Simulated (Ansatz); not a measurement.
Two shapes of doublet NO2.

Shape 1:

```xyz
3

N     0.0000    0.0000    0.0000
O     0.0000    1.0862    0.4611
O     0.0000   -1.0862    0.4611
```

Shape 2:

```xyz
3

N     0.0000    0.0000    0.0000
O     0.0000    1.1322    0.4806
O     0.0000   -1.1322    0.4806
```

Basis set: cc-pVTZ (spherical functions). Frozen core: 3 orbitals. Correlation on ROHF uses semicanonical orbitals with singles. Charge 0, multiplicity 2.

Computed with Ansatz (development build ahead of 0.2.0); the reference of a correlated method needn't be the lowest determinant of its kind.

Task: Which shape is lower in energy, and by how much in each method?

Result:

```json
{"method": "ROHF-CCSD", "E(2) − E(1) (eV)": "0.142"}
{"method": "UHF-CCSD", "E(2) − E(1) (eV)": "0.139"}
{"method": "ROHF-CCSD(T)", "E(2) − E(1) (eV)": "0.037"}
{"method": "UHF-CCSD(T)", "E(2) − E(1) (eV)": "0.038"}
```

Shape 1 is lower. Caution: the reference determinant was not shown to be the lowest; large share of triples, a single reference is doubtful.
